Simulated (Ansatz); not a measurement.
# C2H4FO radical: up Jacob's ladder to CCSD(T)

The task here is to estimate one member of a computed series from the others.

The runs use Ansatz 0.2.0, Gaussian basis; functionals in def2-TZVPP, the program's frozen cores in correlated methods.

The runs, in order: LDA (SPW92), PBE-D4, revPBE-D4, BLYP-D4, r2SCAN-D4, B97M-V, PBE0-D4, B3LYP-D4, r2SCANh-D4, r2SCAN0-D4, HSE06-D4, BHLYP-D4, CAM-B3LYP-D4, LC-ωPBE, ωB97X-V, ωB97M-V, B2PLYP, PBE-QIDH; CCSD(T)/def2-SVP; CCSD(T)/def2-TZVPP; MP2/def2-QZVPP; extrapolation to the limit; RPA on PBE.

## The relaxed structure

All runs share one geometry, relaxed beforehand with PBE0-D4 in a triple-zeta def2 set.

SMILES `[CH2]OCF`, 8 atoms, charge 0, spin multiplicity 2.

Atoms are counted from 1 here; the program's logs count them from 0.

Bond lengths: C1–O2 1.357 Å, C1–H5 1.083 Å, C1–H6 1.079 Å, O2–C3 1.379 Å, C3–F4 1.374 Å, C3–H7 1.090 Å, C3–H8 1.096 Å. Angles: O2–C1–H5 118.5°, O2–C1–H6 113.6°, H5–C1–H6 122.2°, C1–O2–C3 115.5°, O2–C3–F4 110.7°, O2–C3–H7 107.1°, O2–C3–H8 111.3°, F4–C3–H7 108.3°, F4–C3–H8 107.2°, H7–C3–H8 112.3°.

The first run:

in.yaml

```yaml
crystal:
  periodic: [false, false, false]
  atoms:
    - {symbol: C, position_ang: [-0.176555, 1.291544, -0.135420]}
    - {symbol: O, position_ang: [-0.747053, 0.111452, 0.216684]}
    - {symbol: C, position_ang: [0.105544, -0.971110, 0.259495]}
    - {symbol: F, position_ang: [0.482602, -1.342697, -1.008003]}
    - {symbol: H, position_ang: [0.728767, 1.271022, -0.729585]}
    - {symbol: H, position_ang: [-0.874696, 2.113408, -0.179848]}
    - {symbol: H, position_ang: [-0.447384, -1.796751, 0.707919]}
    - {symbol: H, position_ang: [1.020978, -0.734069, 0.813058]}
basis:
  gaussian: {orbitals: def2-TZVPP}
magnetization: {spin_polarized: true, initial_magnetization: 1}
hamiltonian: {xc: lda}
output: {orbitals: {seedname: orbitals}}
```

Launch:

```bash
> ansatz run in.yaml --threads 4 --pin off --events-out ev --progress --plain --max-ram 10444MiB
```

Among the steps run: LDA; PBE-D4 (GGA); revPBE-D4 (GGA); BLYP-D4 (GGA); r2SCAN-D4 (meta-GGA); B97M-V (meta-GGA); B3LYP-D4 (hybrid); r2SCANh-D4 (hybrid); r2SCAN0-D4 (hybrid); HSE06-D4 (hybrid); BHLYP-D4 (hybrid); CAM-B3LYP-D4 (range-separated); LC-ωPBE (range-separated); ωB97X-V (range-separated); ωB97M-V (range-separated); B2PLYP (double hybrid); PBE-QIDH (double hybrid).

One table of the session follows, with a row left open; its other results are not shown here.

It belongs to the step «Frontier levels by functional». 

```
  functional  HOMO (eV)  gap (eV)
 LDA (SPW92)      -4.28      1.36
      PBE-D4      -4.25      1.89
   revPBE-D4          ?         ?
     BLYP-D4      -4.10      1.71
   r2SCAN-D4      -4.67      3.03
      B97M-V      -4.50      2.41
     PBE0-D4      -5.71      4.63
    B3LYP-D4      -5.41      3.84
  r2SCANh-D4      -5.22      4.01
  r2SCAN0-D4      -6.05      5.47
    HSE06-D4      -5.30      3.83
    BHLYP-D4      -7.05      7.06
CAM-B3LYP-D4      -7.11      7.02
     LC-ωPBE      -8.59     10.06
     ωB97X-V      -8.02      9.01
     ωB97M-V      -7.83      8.62
```

Estimate the missing values for revPBE-D4.

**Answer.** HOMO (eV): -4.20; gap (eV): 1.99. In the column «HOMO (eV)» it lies between PBE-D4 (-4.25) and BLYP-D4 (-4.10).
